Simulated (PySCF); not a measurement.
# Oxygen: a sound run and one with changed settings

Sound run: O [He] 2s2 2p4, O⁺ [He] 2s2 2p3. All numbers are calculated (PySCF 2.14, the non-relativistic Hamiltonian (point nucleus), in aug-cc-pVDZ (4s3p2d, 23 functions)). The sound run starts from symmetry-adapted Hartree-Fock orbitals and uses a fine grid where one is needed.

A second run was set up differently.

```csv
species,method,sound run (hartree),changed run (hartree),converged
O,UHF,-74.79660,-74.79660,yes
O,M06-L,-75.06861,-75.15450,no
O,PBE,-74.99113,-75.02674,yes
O⁺,UHF,-74.35350,-74.35350,yes
O⁺,M06-L,-74.55876,-74.55876,yes
O⁺,PBE,-74.47485,-74.47485,yes
```

Ionisation energy of O:

| method | sound run (eV) | changed run (eV) |
| --- | --- | --- |
| UHF | 12.057 | 12.057 |
| PBE | 14.049 | 15.018 |

(1) What was changed?
A. level shift left on
B. angular grid far too coarse
C. a valence shell is frozen
D. all electrons correlated in a valence basis

Answers

(1) B. It used 6 angular points. A coarse angular grid integrates products of high-l functions wrongly, so density functionals can shift, and the SCF can exploit the error; Hartree-Fock and MP2 need no grid.
